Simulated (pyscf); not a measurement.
Thermochemistry of product channels of `[CH3][CH2][NH2]` + `[H]` [doublet] on the doublet surface, in kJ/mol, from ωB97M-D3(BJ)/def2-TZVP energies (ideal gas, 1 atm, RRHO with modes under 100 cm⁻¹ raised to 100, one conformer, R ln 2 for chiral ones without a mode under 150 cm⁻¹). Structures and frequencies: ωB97X-D3(BJ)/def2-SVP in PySCF.

```
products                                       ΔE  ΔH(298 K)  ΔG(600 K)  ΔG(1200 K)
-------------------------------------  ----------  ---------  ---------  ----------
`[CH3][CH2][NH]` [doublet] + `[H][H]`  (withheld)      -16.3      -33.7  (withheld)
`[CH2][CH3]` [doublet] + `[NH3]`            -92.6      -88.4     -126.2      -159.4
```

Complete the blanks.


- `[CH3][CH2][NH]` [doublet] + `[H][H]`, ΔE: -6.0
- `[CH3][CH2][NH]` [doublet] + `[H][H]`, ΔG(1200 K): -51.8

These are energies of the channels, which say nothing of barriers. H₃C–CH₂–NH• lies 37.3 kJ/mol over its isomer H₃C–CH•–NH₂ (electronic energy, ωB97M-D3(BJ)/def2-TZVP).
